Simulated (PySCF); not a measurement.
**PySCF run on HF**

Input:

```python
from pyscf import gto, scf, cc

mol = gto.M(
    atom='H 0 0 0; F 0 0 0.935',
    basis='sbkjc',
    ecp={'F': 'sbkjc'},
    charge=0,
    spin=0,
    verbose=3,
)
mf = scf.RHF(mol)
mf.kernel()
mycc = cc.CCSD(mf)
mycc.kernel()
mycc.ccsd_t()
mf.dip_moment()
print('orbital energies (hartree):', mf.mo_energy[..., max(0, mol.nelec[1]-3):mol.nelec[0]+3].round(4))
```

```bash
$ OMP_NUM_THREADS=1 python input.py
```

Output:

```
converged SCF energy = -24.4222459455929
E(CCSD) = -24.53062333562959  E_corr = -0.1083773900367213
CCSD(T) correction = -0.00164362652891324
Dipole moment(X, Y, Z, Debye): -0.00000,  0.00000, -2.40328
orbital energies (hartree): [-0.7481 -0.6429 -0.6429  0.1993  0.9391  0.9391]
```

In short: E(SCF) = -24.422246 Eh, E(CCSD) − E(SCF) = -0.10838 Eh, (T) = -0.00164 Eh, μz(SCF) = -2.40 D.

Hardware: Intel Xeon Platinum 8175M @ 2.50GHz, 1 thread, shared host. Wall time 1.2 s, peak memory 0.11 GiB.

Stability towards an unrestricted solution was not tested. The bond length is a typed value, not an optimised one.
